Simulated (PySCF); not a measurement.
Gas-phase reaction: 2 SiH₂F + 5 F₂ ⇌ 2 SiF₄ + 4 HF

Computed with PySCF and rigid-rotor harmonic-oscillator thermochemistry at 1 bar. † marks an energy on the PBE0/def2-TZVP geometry and frequencies. MP2 freezes the core. Open shells (unrestricted): SiH₂F (multiplicity 2); the rest are closed-shell singlets. B3LYP is the form with VWN-RPA correlation. SiH₂F: computed as isolated molecules; such fragments, hydroxides, amides, oligomers or adducts are transient or little studied in the gas. MP2 isn't extrapolated to the basis-set limit.

r2SCAN/def2-TZVP† gives ΔH°(298 K) = -3805 kJ.

Q: What do MP2/def2-SVP†, B3LYP/def2-TZVP†, BLYP/def2-TZVP† give?

A: MP2/def2-SVP†: -3846 kJ; B3LYP/def2-TZVP†: -3775 kJ; BLYP/def2-TZVP†: -3604 kJ. For scale, ΔH°(298 K) is -3805 kJ at this level, -3864 kJ at ωB97M-V/def2-TZVP†, and runs from -4082 to -2936 kJ over the 20 levels computed.
